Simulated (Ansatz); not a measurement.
Results of r²SCAN (Ansatz, an electronic-structure program, PAW) for fcc Ni.

A relaxed, unreconstructed slab of the (111) face has 6 atoms, two equal faces of 5.241 Å² each and an energy of -35070.3442 eV. A bulk cell of 3 atoms with the same orientation and in-plane k mesh has -17535.8703 eV. Energies are extrapolated to zero smearing.

Numerical settings: plane-wave cutoff 500 eV, 30×30×1 k mesh (along the axes of the cell as run), Fermi–Dirac smearing 0.1 eV, spin-polarised with parallel moments, scalar-relativistic PAW data made under PBE.

Worked out: γ = (E_slab − N E_bulk per atom)/2A = [-35070.3442 − 6 × (-17535.8703/3)]/(2 × 5.241) = 0.1332 eV/Å². With 16.022 J/m² per eV/Å² this is 2.13 J/m², or 0.70 eV per surface cell and face.

Note: a magnet's gap depends somewhat on the PAW data.
